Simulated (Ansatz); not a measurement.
# SiPH2 (quartet): from Hartree-Fock to the top rungs, def2-QZVPP

One table from this session's results is given with a row withheld; the runs are named, their logs left out.

Program: Ansatz 0.2.0, Gaussian basis. Level of theory: def2-QZVPP, core rule «outside noble gas», up to 10 orbitals frozen. These are calculated values, not measurements.

To be run: UHF; ROHF; CCSD(T) on UHF.

## The geometry

The geometry is a PBE0/def2-TZVP stationary point (not a proven minimum).

4 atoms, charge 0, spin multiplicity 4.

Atoms are counted from 1 here; the program's logs count them from 0.

Bond lengths: Si1–P2 2.275 Å, Si1–H3 1.499 Å, P2–H4 1.427 Å. Angles: P2–Si1–H3 115.3°, Si1–P2–H4 96.5°.

The first run:

in.yaml

```yaml
crystal:
  periodic: [false, false, false]
  atoms:
    - {symbol: Si, position_ang: [-0.059994, -0.083342, 1.179230]}
    - {symbol: P, position_ang: [0.000332, 0.090462, -1.088224]}
    - {symbol: H, position_ang: [0.995175, 0.691262, 1.910267]}
    - {symbol: H, position_ang: [0.666308, -1.148881, -1.327757]}
basis:
  gaussian: {orbitals: "def2-QZVPP.json"}
magnetization: {spin_polarized: true, initial_magnetization: 3}
hamiltonian: {xc: hf}
output: {orbitals: {seedname: orbitals}}
```

On the command line:

```console
$ ansatz run in.yaml --threads 1 --pin off --events-out ev --progress --plain --max-ram 2393MiB
```

Among the steps run: UHF; ROHF; CCSD(T) on UHF.

One of the session's tables, all rows but one given; the rest of the session is left out.

It belongs to the step «Misses and costs». 

| method | from UCCSD(T) (kcal/mol) |
| --- | --- |
| ROHF | +174.70 |
| UHF | +170.24 |
| UMP2 | ? |
| UCCSD | +7.80 |
| UCCSD(T) | 0 |

Estimate the missing values for UMP2.

As computed: from UCCSD(T) (kcal/mol): +30.26. In the column «from UCCSD(T) (kcal/mol)» it lies between UCCSD (+7.80) and UHF (+170.24).
